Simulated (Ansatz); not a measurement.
in.yaml

```yaml
crystal:
  periodic: [false, false, false]
  atoms:
    - {symbol: C, position_ang: [-0.029400, -1.318450, 0.820674]}
    - {symbol: Si, position_ang: [-0.030233, 0.268116, 1.573929]}
    - {symbol: Ge, position_ang: [0.017731, 0.107714, -0.786451]}
    - {symbol: H, position_ang: [-0.085046, 0.477225, 3.042229]}
basis:
  gaussian: {orbitals: cc-pVDZ}
magnetization: {spin_polarized: true, initial_magnetization: 3}
correlation: {method: bccd_t, electrons: outside_noble_gas}
scf: {lower_state_search: light}
```

```sh
$ ansatz run in.yaml --threads 1 --pin off --events-out ev --progress --plain --max-ram 2393MiB
```

Output:

```
689 factors; integrals over basis functions are off by at most 1.1e-3 eV
mean field evaluation 1: about -65372.2688 eV, gradient 1.6e1 eV
mean field evaluation 2: about -65372.2753 eV, gradient 1.6e1 eV
mean field evaluation 4: about -65374.8538 eV, gradient 3.2e0 eV
mean field evaluation 8: about -65375.5123 eV, gradient 4.6e-1 eV
mean field evaluation 16: about -65372.2725 eV, gradient 1.6e1 eV
mean field evaluation 32: about -65375.2747 eV, gradient 1.9e0 eV
mean field evaluation 64: about -65374.6668 eV, gradient 2.3e0 eV
mean field evaluation 96: about -65374.4838 eV, gradient 2.6e0 eV
mean field evaluation 128: about -65374.8599 eV, gradient 2.7e-1 eV
mean field evaluation 160: about -65374.8359 eV, gradient 5.0e-1 eV
...
cycle   9  -7.54435241 eV  change    6.7e-4 eV  update   1.1e-3
cycle  10  -7.54432697 eV  change    2.5e-5 eV  update   6.5e-4
cycle  11  -7.54409435 eV  change    2.3e-4 eV  update   3.6e-4
cycle  12  -7.54412072 eV  change   -2.6e-5 eV  update   1.8e-4
cycle  13  -7.54409864 eV  change    2.2e-5 eV  update   9.2e-5
cycle  14  -7.54407359 eV  change    2.5e-5 eV  update   5.4e-5
cycle  15  -7.54410433 eV  change   -3.1e-5 eV  update   3.7e-5
cycle  16  -7.54410386 eV  change    4.7e-7 eV  update   2.6e-5
cycle  17  -7.54411128 eV  change   -7.4e-6 eV  update   1.8e-5
cycle  18  -7.54411028 eV  change    1.0e-6 eV  update   1.4e-5
perturbative correction -0.52104518 eV, -0.0191480573 hartree
Total energy: -65383.59967499 eV, -2402.8029694601 hartree
```

Ran on 1 thread of Arm Neoverse V1, shared host: 39 s wall, 0.21 GiB peak host memory.
